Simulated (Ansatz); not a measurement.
Two isomers of C3H6FNO: A = `CC(F)C(=N)O`, B = `C=C(N)OCF`.

Isolated molecules relaxed with PBE0-D4/def2-TZVP in Ansatz; ΔE leaves out vibrations. CCSD(T)/CBS adds triple-zeta CCSD(T) − MP2 to the extrapolated MP2 energy (def2 sets, frozen cores). Functionals use def2-TZVPP. B3LYP here is the variant with VWN-RPA as its local correlation; programs differ in this. Each species was taken in one conformer, which may not be the lowest.

A:

Z-matrix (Å, degrees):
```
C
C 1 1.509
H 1 1.091 2 109.7
H 1 1.092 2 110.2 3 119.7
H 1 1.090 2 110.1 3 -120.2
F 2 1.384 1 109.2 3 58.8
C 2 1.511 1 112.1 3 179.9
H 2 1.094 1 111.1 3 -59.1
N 7 1.262 2 127.1 1 110.8
O 7 1.338 2 112.1 1 -66.9
H 9 1.015 7 111.5 2 3.7
H 10 0.967 7 106.5 2 179.7
```

B:

Z-matrix (Å, degrees):
```
C
O 1 1.383
F 1 1.372 2 110.3
H 1 1.093 2 111.7 3 119.4
H 1 1.091 2 106.8 3 -117.1
C 2 1.376 1 116.1 3 -79.7
N 6 1.387 2 112.2 1 -65.8
C 6 1.328 2 120.5 1 113.5
H 7 1.008 6 113.7 2 -177.4
H 7 1.011 6 113.5 2 -48.0
H 8 1.081 6 121.0 2 172.7
H 8 1.079 6 119.8 2 -7.8
```

(1) Which is lower in electronic energy at CCSD(T)/CBS, and by how much? (An estimate is asked.)

(2) Give E(B) − E(A) in kcal/mol with ωB97M-V, B3LYP, CCSD/def2-TZVPP, HF/def2-TZVPP, CCSD(T)/def2-TZVPP, B3LYP-D4, B2PLYP. (Estimate.)

Largest T1 diagnostic: 0.013.

Answers

(1) Ansatz gave: A, by 18.1 kcal/mol.

(2) Ansatz gave: ωB97M-V 17.7, B3LYP 16.2, CCSD/def2-TZVPP 18.0, HF/def2-TZVPP 16.7, CCSD(T)/def2-TZVPP 18.2, B3LYP-D4 16.3, B2PLYP 17.3. None reverses the order clearly.

In def2-TZVPP, CCSD(T) changes the Hartree–Fock value by +1.5 kcal/mol (the triples alone add +0.2 kcal/mol) and MP2 by +1.9 kcal/mol.
